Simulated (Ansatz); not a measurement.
# SiPH3 (triplet): from Hartree-Fock to the top rungs, cc-pVTZ

Aim: climb from Hartree-Fock through coupled cluster for SiPH3 (triplet) at one geometry and basis, and see what each rung misses.

The runs use Ansatz 0.2.0, Gaussian basis; cc-pVTZ, core rule «outside noble gas», up to 10 orbitals frozen.

Plan: UHF; CCSD(T) on ROHF; CCSD(T) on UHF; BCCD(T) on ROHF; CCSDT(Q) on ROHF; CCSDT(Q) on UHF.

9 further runs of the same task are left out: 3 for a known fault of the program, 6 set aside as unsound or not needed.

### 1 The system

The geometry is a PBE0/def2-TZVP stationary point (not a proven minimum).

5 atoms, charge 0, spin multiplicity 3.

Atoms are counted from 1 here; the program's logs count them from 0.

Bond lengths: Si1–P2 2.245 Å, Si1–H3 1.489 Å, Si1–H4 1.489 Å, Si1–H5 1.489 Å. Angles: P2–Si1–H3 110.2°, P2–Si1–H4 110.2°, P2–Si1–H5 110.2°, H3–Si1–H4 108.7°, H3–Si1–H5 108.7°, H4–Si1–H5 108.7°.

### 2 UHF

Contents of in.yaml:

```yaml
crystal:
  periodic: [false, false, false]
  atoms:
    - {symbol: Si, position_ang: [-1.095022, -0.008048, 0.002339]}
    - {symbol: P, position_ang: [1.149978, 0.008452, -0.002457]}
    - {symbol: H, position_ang: [-1.619119, 1.385319, 0.005761]}
    - {symbol: H, position_ang: [-1.601124, -0.712390, 1.212266]}
    - {symbol: H, position_ang: [-1.606323, -0.708402, -1.207717]}
basis:
  gaussian: {orbitals: cc-pVTZ}
magnetization: {spin_polarized: true, initial_magnetization: 2}
hamiltonian: {xc: hf}
output: {orbitals: {seedname: orbitals}}
```

Started as:

```sh
ansatz run in.yaml --threads 1 --pin off --events-out ev --progress --plain --max-ram 4096MiB --backend cpu
```

After this run come: CCSD(T) on ROHF; CCSD(T) on UHF; BCCD(T) on ROHF; CCSDT(Q) on ROHF; CCSDT(Q) on UHF.

Before running them: what should the planned runs give, taken together? Wanted: UCCSDT(Q) from the RHF energy; RMP2 from UCCSDT(Q); UMP2 from UCCSDT(Q); RCCSD from UCCSDT(Q); RCCSD(T) from UCCSDT(Q); UCCSD(T) from UCCSDT(Q); RCCSDT(Q) from UCCSDT(Q); T1 diagnostic.

As calculated:

| quantity | value |
| --- | --- |
| UCCSDT(Q) from the ROHF energy | -7.8740 eV |
| RMP2 from UCCSDT(Q) | +1461.2 meV |
| UMP2 from UCCSDT(Q) | +1505.6 meV |
| RCCSD from UCCSDT(Q) | +333.5 meV |
| RCCSD(T) from UCCSDT(Q) | +55.3 meV |
| UCCSD(T) from UCCSDT(Q) | +54.9 meV |
| RCCSDT(Q) from UCCSDT(Q) | +1.7 meV |
| levels within 1 kcal/mol (43 meV) | RCCSDT, UCCSDT, RCCSDT(Q) |
| T1 diagnostic | 0.019 |

**Reading.** RCCSD(T) misses by +55.3 meV, 0.7 % of the correlation energy. These misses are within one basis, not against nature; the frozen cores of restricted and unrestricted runs differ, which can shift their rows.
